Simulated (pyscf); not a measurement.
A first-order saddle from PySCF, ωB97X-D3(BJ)/def2-SVP:

```xyz
11

As    -0.8642    -1.0958    -0.0718
Si     0.5084     0.2521     1.2805
H     -0.6604     0.4088    -1.2267
H     -1.9614    -1.1040     0.9843
H      0.8511    -0.4578     2.5485
H     -0.1616     1.5430     1.6198
H      1.7600     0.5466     0.5240
As    -2.8572     0.6657    -1.2135
H     -1.1702     1.0089    -1.7878
H     -2.3583     1.5397    -0.0819
H     -4.2576     1.3609    -1.1530
```
Charge 0, spin multiplicity 1.

Surface: singlet, charge 0. Lowest wavenumbers (cm⁻¹): 1387i, 64, 130, 148, 176.

**Question.** What reaction is this the transition state of?

**Answer.** `[SiH3][AsH2]` + `[AsH3]` ⇌ `[SiH3][AsH][AsH2]` + `[H][H]`, a four-centre exchange read from left to right: As–H, As–H broken and As–As, H–H formed. At ωB97M-D3(BJ)/def2-TZVP it lies +2.70 eV from the left side and +2.80 eV from the right (each side as separated species at their lowest minima found). From the product side, H₃Si–AsH• + AsH₂• + H₂ lies, by one bond made or cut, 0.63 eV under this saddle at ωB97M-D3(BJ). This is the saddle that the search found; another between the same sides may lie lower. Elements up to Kr have no core potential and no relativistic terms here.
